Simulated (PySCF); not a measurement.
Species: C4H7N2 (charge +1).
Atom-mapped SMILES: `[CH3:1][n+:2]1[cH:3][cH:4][nH:5][cH:6]1`

Structure used (PBE0-D3(BJ)/def2-SVP), in Å, numbered top down from 1:
```xyz
13
C4H7N2 angstrom
C      1.876   -0.041    0.075
N      0.421   -0.007    0.017
C     -0.403   -1.111    0.023
C     -1.687   -0.656   -0.047
N     -1.607    0.713   -0.096
C     -0.330    1.090   -0.056
H      2.264    0.984    0.045
H      2.265   -0.600   -0.785
H      2.196   -0.522    1.008
H     -0.013   -2.124    0.079
H     -2.633   -1.192   -0.067
H     -2.396    1.352   -0.153
H      0.037    2.115   -0.079
```

Probes without a nucleus sit at each ring's centroid and 1 Å off its mean plane on both sides; NICS is minus the shielding there, NICSzz its component along the normal. Level: GIAO PBE0/pcSseg-1 (PySCF, non-relativistic, gas phase) on the PBE0-D3(BJ)/def2-SVP geometry, one conformer.

Ring bond lengths (Å), with Mayer bond orders in brackets: N2–C3 1.378 (1.12), C3–C4 1.364 (1.61), C4–N5 1.372 (1.13), N5–C6 1.333 (1.28), C6–N2 1.331 (1.29).

What do the NICS probes read (ppm)?

```
          ring                                                 type  NICS(0)  NICS(1), two faces  NICS(1)zz, two faces  rms pucker (Å)  centre to ring atoms, mean (Å)
N2–C3–C4–N5–C6  5-membered ring with 2 N; formal bonds all aromatic    -14.4       -10.6 / -10.6         -28.9 / -28.9            0.00                            1.15
```

What do they say, and how far can they be read as aromaticity?

- N2–C3–C4–N5–C6: mean NICS(1)zz -28.9 ppm, shielded. The ring is flat and has no four-coordinate atom; by the NICS criterion it is aromatic.

How equal are the bonds by HOMA? Use HOMA with the parameters of Krygowski (1993).

- N2–C3–C4–N5–C6: HOMA 0.91; the largest term is that of N2–C3, α(R − Ropt)² = 0.18. The geometric and the magnetic index point the same way.

At the second NICS(1) probe listed for ring N2–C3–C4–N5–C6, 1 Å off the ring, what do the in-plane components average?

The isotropic value is a third of the trace: (3 × -10.6 − (-28.9))/2 = -1.4 ppm.

Give the inner angles of the rings and the Hirshfeld charges of the ring atoms.

- N2–C3–C4–N5–C6: N2 108.9° (+0.044 e), C3 107.2° (+0.027 e), C4 106.2° (+0.035 e), N5 109.7° (-0.005 e), C6 108.0° (+0.126 e); sum 540.0° against 540° for a flat convex ring.

How do the values depend on the level or the medium?

| level | NICS(0), N2–C3–C4–N5–C6 | mean NICS(1)zz, N2–C3–C4–N5–C6 |
| --- | --- | --- |
| PBE0/pcSseg-1, gas | -14.4 | -28.9 |
| wB97X-D/pcSseg-2, gas | -13.8 | -29.2 |

The geometry is the same throughout.
